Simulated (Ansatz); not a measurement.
**H3Si–SiH⁺, doublet: the ladder up to UCCSDT(Q)**

Geometry: that of the H3Si–SiH, singlet, kept fixed.

| atom | x (Å) | y (Å) | z (Å) |
| --- | --- | --- | --- |
| Si | 0.0000 | 0.0325 | 1.1295 |
| Si | 0.0000 | -0.0813 | -1.2584 |
| H | 0.0000 | 1.3666 | 1.7907 |
| H | 1.1977 | -0.7210 | 1.6091 |
| H | -1.1977 | -0.7210 | 1.6091 |
| H | 0.0000 | 1.4351 | -1.4171 |

Basis cc-pVDZ; Ansatz 0.2.0. Correlated methods freeze the noble-gas cores, which leaves 11 electrons in 46 orbitals. R marks a restricted (for open shells ROHF) determinant, U an unrestricted one. Active spaces: frontier = (9e, 9o) about the gap.

Full CI isn't at hand for all of this; UCCSDT(Q) serves as the reference, and is uncertain by about the last step of the cluster series. The frozen core follows each run's orbitals, which can shift R against U totals by a few meV.

For open shells CISD is restricted-active-space CI with the open shells as a complete middle space.

```
UHF ⟨S²⟩                          : 0.769
T1 diagnostic (RCCSD)             : 0.0299
largest doubles amplitude (RCCSD) : 0.035
T1 diagnostic (UCCSD)             : 0.0201
```

```json
{"level": "UHF", "E − E(RHF) (eV)": "-0.0993"}
{"level": "RMP2", "E − E(RHF) (eV)": "-4.4642"}
{"level": "UMP2", "E − E(RHF) (eV)": "-4.4666"}
{"level": "RCCSD", "E − E(RHF) (eV)": "-5.7047"}
{"level": "UCCSD", "E − E(RHF) (eV)": "-5.7102"}
{"level": "RCCSD(T)", "E − E(RHF) (eV)": "-5.8541"}
{"level": "UCCSD(T)", "E − E(RHF) (eV)": "-5.8542"}
```

(1) Estimate how far UCCSDT(Q) in cc-pVDZ lies from RCCSD(T). The table doesn't fix it; the size of (T) and the diagnostics are the guide.

(1) UCCSDT(Q) in cc-pVDZ lies 1.01 kcal/mol below RCCSD(T), which is 29 % of the (T) step (-3.45 kcal/mol). The diagnostics give no warning, yet the rest is a sizeable part of (T). The miss exceeds 1 kcal/mol.

The other levels:

```csv
level,E − E(UCCSDT(Q)) (kcal/mol),share of correlation (%),wall time
CISD,15.77,88.41,2.4 s
BCCD(T),1.00,99.26,2.5 s
RCCSDT,0.16,99.88,–
UCCSDT,0.14,99.90,–
RCCSDT(Q),0.02,99.99,41 s
CASSCF (frontier space),97.88,28.03,–
NEVPT2 (frontier space),32.80,75.89,6.5 s
MRCISD (frontier space),9.36,93.12,–
MRCISD+Q (frontier space),1.27,99.07,9 s
```

The correlation energy at UCCSDT(Q), counted from RHF, is -5.898 eV. That run took 37 s on 1 thread of Arm Neoverse V2, shared host.

Times hold each run's SCF and search for its determinant on a shared host, so for small cases they say little of a method's own cost; they ran on 1 thread of Arm Neoverse V2.
